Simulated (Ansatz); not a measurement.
**Competing steps**

Reactants: AlH₃O₂ ([OH][AlH][OH]) (brackets give SMILES or just the links). Saddle points were found for several chosen steps; others may exist. Gas-phase electronic energies, without zero-point energy, by CCSD(T) at an estimated basis limit (MP2 extrapolated from triple and quadruple zeta, plus CCSD(T) − MP2 in triple zeta); Ansatz 0.2.0, def2-TZVPP and QZVPP, frozen cores, on PBE0-D4/def2-TZVP structures. Extrapolation: Hartree–Fock as exp(−7.88 √X), correlation as X^−2.97. No counterpoise correction.

Q: Rank the steps by the energy of their saddle points, lowest first, and give each saddle's height above the lowest. (To be estimated.)
A. 1,2-elimination, to AlHO₂ ([O][Al][OH]) + H₂ (breaks or loosens Al–H, H–O; forms H–H)
B. 1,1-elimination, to AlHO ([OH][Al]) + H₂O, still joined by a dative Al–O bond (breaks or loosens Al–H, Al–O; forms H–O)

A: By the calculation: A (0.000 eV), B (0.189 eV). Heights count from the lowest.

The lowest of these saddles lies at 2.998 eV relative to the reactant.

Q: Does the lowest of these saddles lead to the lowest end structure (the products still in contact)? (Judge from chemistry; the calculation decides.)

A: Computed: No: the step over a higher saddle ends lower. Relative to the reactant, the ends lie at 2.732 (AlHO₂ ([O][Al][OH]) + H₂); 1.706 (AlHO ([OH][Al]) + H₂O) eV.

T1 diagnostic: at most 0.022. The restricted Hartree–Fock reference is unstable towards an unrestricted one at one or more of these structures.

For scale, one of the runs: CCSD(T)/def2-TZVPP, 146 basis functions (an equivalent command: `ansatz run in.yaml --threads 2`). The run took 18 s on 2 CPU threads (shared host), with 0.87 GiB of host memory at its peak.
